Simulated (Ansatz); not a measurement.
## Scan of [SiH$_{3}$···H···SiH], doublet

Starting geometry:

| atom | x (Å) | y (Å) | z (Å) |
| --- | --- | --- | --- |
| Si | -1.5665 | 0.0244 | 0.0000 |
| H | -2.0613 | 1.4241 | 0.0000 |
| H | -2.0613 | -0.6755 | 1.2122 |
| H | -2.0613 | -0.6755 | -1.2122 |
| H | -0.0818 | 0.0244 | 0.0000 |
| Si | 1.7155 | 0.0244 | 0.0000 |
| H | 2.1120 | -1.4552 | 0.0000 |

From there H5 is moved from one fragment to the other while all else, the fragments' distance too, stays fixed; atoms are numbered as listed. Energies are in kJ/mol, counted from the starting geometry at the same level.

Basis cc-pVDZ; Ansatz 0.2.0. Correlated methods freeze the noble-gas cores. Prefix R: restricted or restricted open-shell reference; prefix U: unrestricted.

Unrestricted rows (U) aren't spin-pure: their determinants' ⟨S²⟩ exceeds S(S+1) by up to 0.29, so they mix in states of higher spin.

Full CI isn't at hand for all of this; UCCSDT(Q) serves as the reference, and is uncertain by about the last step of the cluster series. The frozen core follows each run's orbitals, which can shift R against U totals by a few meV.

```tsv
distance Si1-H5 (Å)	UCCSDT(Q)	error RMP2	error UMP2	error RCCSD	error UCCSD	error UCCSD(T)	error BCCD(T)
1.485	0.0	0.0	0.0	0.0	0.0	0.0	0.0
1.536	1.8	0.2	0.2	0.6	0.6	0.1	0.1
1.638	17.3	1.1	1.1	2.0	2.0	0.5	0.5
1.740	46.0	3.0	2.7	4.0	4.0	1.0	1.0
1.842	88.1	6.5	14.0	6.8	7.8	2.7	1.9
```

Errors are those of relative energies. In total energy the starting point itself misses UCCSDT(Q) by: RMP2 155.1, UMP2 157.0, RCCSD 18.7, UCCSD 18.4, UCCSD(T) 4.0, BCCD(T) 3.9 kJ/mol.

Spread of the error over the points with a reference, to 1.842 Å (largest less smallest): BCCD(T) 1.9, UCCSD(T) 2.7, RMP2 6.5, RCCSD 6.8, UCCSD 7.8, UMP2 14.0 kJ/mol.
